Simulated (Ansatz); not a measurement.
Born–Oppenheimer molecular dynamics of C4H5FO (11 atoms, charge 0, multiplicity 1). It starts from a relaxed structure.

Theory: Ansatz, UKS PBE0-D4/STO-3G.

```json
{
  "ensemble": "NVT, Nosé–Hoover chain",
  "time step": "1 fs",
  "steps asked": "205",
  "set temperature": "1500 K",
  "thermostat": "time constant 300 fs, chain length 1",
  "seed": "86358"
}
```

First frame:

```xyz
11
Properties=species:S:1:pos:R:3
C 0.158 -0.350 1.450
C 0.537 0.206 0.066
O 0.739 -0.887 -0.964
C -0.327 -0.276 -1.720
C -0.585 0.733 -0.858
F -1.428 1.782 -0.769
H 0.999 -0.914 1.876
H -0.713 -1.013 1.372
H -0.086 0.479 2.129
H 1.441 0.846 0.122
H -0.670 -0.664 -2.684
```

**Question.** How far do the bonds stretch over the last three quarters of this one trajectory? (Pairs bonded in most of those frames.)

**Answer.** 
| bond | mean (Å) | spread (Å) | shortest | longest |
| --- | --- | --- | --- | --- |
| C1–C2 | 1.552 | 0.031 | 1.48 | 1.63 |
| C1–H7 | 1.114 | 0.071 | 0.98 | 1.26 |
| C1–H8 | 1.109 | 0.046 | 1.02 | 1.20 |
| C1–H9 | 1.109 | 0.045 | 1.02 | 1.19 |
| C2–O3 | 1.522 | 0.054 | 1.41 | 1.64 |
| C2–C5 | 1.555 | 0.038 | 1.49 | 1.65 |
| C2–H10 | 1.114 | 0.017 | 1.08 | 1.15 |
| O3–C4 | 1.444 | 0.034 | 1.36 | 1.54 |
| C4–C5 | 1.355 | 0.028 | 1.29 | 1.41 |
| C4–H11 | 1.109 | 0.074 | 0.99 | 1.22 |
| C5–F6 | 1.352 | 0.022 | 1.32 | 1.40 |

Mean temperature of the second half: 829 K. The conserved energy wandered by up to 6.0 meV per atom (net 3.5 meV per atom), which is poor conservation. The mean temperature of the second half is 45 % below the set value. A run of 0.2 ps of so small a system gives no equilibrium averages. Limits of this set-up: minimal basis.

Time of the run: 9.7 min on 1 thread of Arm Neoverse V2 (shared host), peak memory 0.13 GiB.
